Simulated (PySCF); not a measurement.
Structure from NMR data

Molecular formula: C5H5N. Simulated spectra:

¹H NMR (600 MHz, computed): δ 9.88 (dq, J = 2.6, 1.1 Hz, 1H), 2.08 (quint, J = 2.4 Hz, 1H), 1.84 (dd, J = 2.3, 1.1 Hz, 3H).

¹³C{¹H} NMR (computed): δ 171.3, 87.1, 78.0, 16.0, 4.6.

[PySCF: J: B3LYP/pcJ-1 (spin–dipole term only in couplings to heteroatoms); GIAO PBE0/pcSseg-1 shieldings; geometry from PBE0-D3(BJ)/def2-SVP; non-relativistic Hamiltonian; equivalent nuclei averaged; no solvent; one computed conformer]

Chemical shifts δ = σref − σ; TMS for ¹H (σref 31.27) and ¹³C (σref 184.41), all at this level.

**Question.** Propose a structure and justify it.

**Answer.** 
- Rings plus π bonds: 4 (1 ring in the answer).
- 5 carbon signals for 5 carbons: no two carbons are equivalent.
- Carbon types of the structure: 2 × C, 2 × CH, 1 × CH3, which accounts for all hydrogens.
- δC 171.3: C=N carbon.
- δC 87.1, 78.0: alkyne carbon; sp carbons lie upfield of alkene carbons because the cylindrical π system leaves one tensor component strongly shielded.
- δC 16.0: three-membered-ring carbon.
- δC 4.6: propargylic methyl carbon; a saturated carbon with 1 carbon neighbour and no heteroatom attached.
- δH 9.88: hydrogen on a C=N carbon.
- δH 2.08: hydrogen on a three-membered-ring carbon.
- δH 1.84: hydrogen on a propargylic methyl carbon.

These data were computed for SMILES CC#C[C@@H]1C=N1.

The data come from this structure; uniqueness wasn't tested.

Multiplet labels drop couplings under 1 Hz and merge nearly equal ones. Unscaled 3J(H,H) at this level run about 10 % above measured values. Shifts are as computed. Against solution values, carbons near 30 ppm lie about +2 ppm off and those near 130 ppm about +5 ppm. Of 1211 compounds with measured shifts, 218 miss one by over three times the rms of a fit or turn the order of signals round; such compounds aren't used in these exercises.
